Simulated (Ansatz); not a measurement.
CaB6-type CaB₆ was calculated with G0W0@PBEsol (Ansatz, a quantum-chemistry and plane-wave program, plane waves, hard PAW, contour deformation).

The cell has the measured lattice parameters. Conventional cell: a = 4.1450 Å, b = 4.1450 Å, c = 4.1450 Å, α = 90.00°, β = 90.00°, γ = 90.00°.

The quasiparticle gap at Γ at a fixed k mesh 4×4×4:

```json
[
 {"response cutoff": "150 eV, 546 empty bands", "value (eV)": "4.821"},
 {"response cutoff": "200 eV, 840 empty bands", "value (eV)": "4.838"},
 {"response cutoff": "250 eV, 1174 empty bands", "value (eV)": "4.847"},
 {"response cutoff": "300 eV, 1544 empty bands", "value (eV)": "4.852"}
]
```

Task: Taking the value to converge with the response cutoff E as E^(−3/2), extrapolate from the last two rows.

Result: With y = y∞ + c/w and weights w = 3953 and 5196 for the last two rows, y∞ = (w2 y2 − w1 y1)/(w2 − w1) = (5196 × 4.852 − 3953 × 4.847)/1243 = 4.868 eV, which lies 0.016 beyond the last row. Successive pairs of rows give 4.870, 4.870, 4.868. The limit also hangs on the law assumed, so its last digits aren't firm.

The other settings are not extrapolated, so this is the limit in one setting alone.

The smallest gap on this mesh is 1.47 eV, away from Γ.

Note: the boron position of this cell differs from later refinements.
